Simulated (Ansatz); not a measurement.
Barrier height from H + H2 to the transition structure H3, without zero-point energy, on the benchmark's geometries as Psi4's copy of the set gives them.
Transition structure (charge 0, multiplicity 2):
| atom | x (Å) | y (Å) | z (Å) |
|---|---|---|---|
| H | 0.0000 | 0.0000 | 0.0000 |
| H | 0.0000 | 0.0000 | 0.9295 |
| H | 0.0000 | 0.0000 | -0.9295 |
Reactant (charge 0, multiplicity 1):
```xyz
2

H      0.0000     0.0000     0.0000
H      0.7419     0.0000     0.0000
```

Open shells are unrestricted; no spin–orbit coupling.

Run with Ansatz (Gaussian basis) for Hartree–Fock, density functionals and correlated methods. 

Question: What barrier height does CCSD(T)/cc-pVDZ give?

Answer: 10.2 kcal/mol

Question: Give the barrier height at the level r2SCAN/def2-TZVPPD.

Answer: 2.5 kcal/mol

Question: What barrier height does revPBE/def2-TZVPPD give?

Answer: 4.7 kcal/mol

Ansatz is an electronic-structure program.
